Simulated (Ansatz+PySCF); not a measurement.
Two shapes of doublet C₃H₂N.

Shape 1:

```xyz
6

C     0.0000   -0.0088   -1.0967
C     0.0000    0.1776    0.1927
C     0.0000    0.0208    1.5186
N     0.0000   -0.0514    2.6920
H     0.0000   -0.9638   -1.5108
H     0.0000    0.8255   -1.7957
```

Shape 2:

```xyz
6

C     0.0000    0.0065   -1.0901
C     0.0000    0.1929    0.1993
C     0.0000    0.0361    1.5252
N     0.0000   -0.0361    2.6987
H     0.0000   -1.0402   -1.5439
H     0.0000    0.8408   -1.7891
```

Basis set: cc-pVTZ (spherical functions). Left uncorrelated: 4 orbitals. Correlation on ROHF uses semicanonical orbitals with singles. Charge 0, multiplicity 2.

Computed with Ansatz (development build ahead of 0.2.0) and PySCF 2.14.0; each method stands on the lowest determinant of its kind that the runs found.

Q: Which shape is lower in energy, and by how much in each method?

A:

```csv
method,E(2) − E(1) (eV)
ROHF,0.040
UHF,0.038
ROHF-MP2,0.004
UHF-MP2,0.015
```

Shape 1 is lower. Caution for ROHF, ROHF-MP2: an unrestricted determinant lies well below. Caution for UHF, UHF-MP2: the unrestricted determinant is spin contaminated. Caution for ROHF-MP2, UHF-MP2: forces differ strongly between restricted and unrestricted references.
